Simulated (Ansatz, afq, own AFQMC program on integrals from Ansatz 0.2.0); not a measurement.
# Where AFQMC and coupled cluster stand for TiSiH2, quintet

```xyz
4

Ti    0.0000    0.0000    1.2340
Si    0.0000    0.0000   -5.3770
H     0.0000    1.5279    2.0715
H     0.0000   -1.5279    2.0715
```

Connectivity, by distances: TiH2 ··· Si.

Basis def2-TZVP. Noble-gas cores (and the filled d shells of Ga–Kr and In–Xe) are frozen. AFQMC by an in-house program on the Cholesky factors that Ansatz 0.2.0 writes for its CCSD(T) run. ph-AFQMC/CISD is guided by a CISD state made of CCSD amplitudes; releasing the constraint for a short imaginary time cuts its bias at the price of noise, slowly where states lie close. Uncertainties: one standard error, sampling alone. The metal's outer-core s and p shells are frozen, which shifts wave-function levels against functionals.

Determinant: UHF, the one that the program's search chose, which needn't be the lowest solution. The geometry is a point of a scan.

No full CI on the walks' own integrals is used here; CCSDT(Q) serves as the reference and is uncertain by about the last step of the cluster series.

Cautions: no relativity below Rb; outer-core shells of the metal frozen; lower spins were not checked; higher spins were not checked.

```
T1 diagnostic                               : 0.0306
weight of the determinant in the CISD state : 0.860
⟨S²⟩ of the determinant                     : 6.035
size of the correlated space                : 10 electrons in 80 orbitals
```

```
  level  correlation energy (eV)
    MP2                  -3.3779
   CCSD                  -4.4896
CCSD(T)                  -4.6202
```

Question: Estimate where phaseless AFQMC with a CISD trial lies against CCSD(T) on the same integrals.

Answer: 21.0 ± 3.7 meV below CCSD(T).

Reference: CCSDT(Q), correlation energy -4.674 eV. The released energy is read at 2.40 1/Eh (meV from the phaseless value at times in 1/Eh: -8 ± 5 at 0.24, -14 ± 6 at 0.51, -19 ± 7 at 0.99, -32 ± 6 at 1.62, -23 ± 8 at 2.40).

```json
{"level": "CCSD(T)", "E − E(reference) (meV)": "53.7", "share of correlation (%)": "98.85"}
{"level": "CCSDT", "E − E(reference) (meV)": "3.7", "share of correlation (%)": "99.92"}
{"level": "ph-AFQMC/HF", "E − E(reference) (meV)": "142.9 ± 16.8", "share of correlation (%)": "96.94"}
{"level": "ph-AFQMC/CISD", "E − E(reference) (meV)": "32.7 ± 3.7", "share of correlation (%)": "99.30"}
{"level": "released AFQMC", "E − E(reference) (meV)": "9.5 ± 7.7", "share of correlation (%)": "99.80"}
```

A walk keeps the symmetry of its determinant, which the program's search chose and which needn't be the lowest solution, so a lower state of the same spin and another symmetry isn't excluded. Released energies are given only where the last usable release times agree within the noise; a slower fall can still hide under it.
